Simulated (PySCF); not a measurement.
H₃Si, multiplicity 2. Atoms are numbered in the order given.

```xyz
4

Si     0.0000     0.0000     0.0803
H     -1.2222     0.7057    -0.3746
H      1.2222     0.7057    -0.3746
H      0.0000    -1.4113    -0.3746
```
Charge 0, spin multiplicity 2.

The structure is a stationary point at B3LYP-D3(BJ)/def2-TZVPD. The isomer is the one that the SMILES or the coordinates give; other isomers of the formula were not compared.

Computed with M06-2X/def2-TZVPD (PySCF).

Gas-phase values at a fixed geometry.

Question: Estimate the frontier levels, dipole moment and polarisability. (Estimate from the structure and the level; the computed values follow.)

Answer: 
| Property | Result |
|---|---|
| α spin, highest occupied and lowest empty level | -7.18 and 0.88 eV |
| β spin, highest occupied and lowest empty level | -11.09 and -2.68 eV |
| dipole moment | 0.11 D |
| quadrupole, principal values (traceless, Buckingham form, about the centre of nuclear charge) | -0.35, 0.18, 0.18 D·Å |
| mean static polarisability | 34.3 bohr³ (5.08 Å³) |
| polarisability, principal values | 34.0, 34.4, 34.4 bohr³ |
| ⟨S²⟩ | 0.753 (pure state 0.75) |
